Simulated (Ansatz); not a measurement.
# AlH2O2: the cost of one run

All numbers below are computed with Ansatz 0.2.0 (UHF/6-31G*).

## Step 1: The starting structure

Bond lengths: O1–Al2 1.769 Å, Al2–O3 1.809 Å, O1–H4 1.030 Å, O3–H5 1.002 Å. Angles: O1–Al2–O3 119.6°, Al2–O1–H4 103.4°, Al2–O3–H5 105.9°.

As a file:

```xyz
5

O    -1.5954   -0.0803    0.1092
Al   -0.0181   -0.8802    0.0556
O     1.4441   -0.0171    0.6786
H    -1.6242    0.4514   -0.7728
H     1.8435    0.4525   -0.1119
```

## Step 2: Relaxing the start

input.yaml reads:

```yaml
crystal:
  periodic: [false, false, false]
  atoms:
    - { symbol: O, position_ang: [-1.5954, -0.0803, 0.1092] }
    - { symbol: Al, position_ang: [-0.0181, -0.8802, 0.0556] }
    - { symbol: O, position_ang: [1.4441, -0.0171, 0.6786] }
    - { symbol: H, position_ang: [-1.6242, 0.4514, -0.7728] }
    - { symbol: H, position_ang: [1.8435, 0.4525, -0.1119] }
magnetization:
  spin_polarized: true
  initial_magnetization: 1
basis:
  gaussian: { orbitals: "6-31G*" }
hamiltonian:
  xc: hf
relax:
  f_tol: 0.02
  max_steps: 40
```

Launch:

```bash
> ansatz run input.yaml --threads 1 --pin off --max-ram 2048MiB --backend cpu --events-out ev --progress --plain --runs-dir out
```

Q: Estimate wall time and peak memory on 1 thread of an x86-64 CPU, shared host.

About 18 s, with a peak of 0.11 GiB.
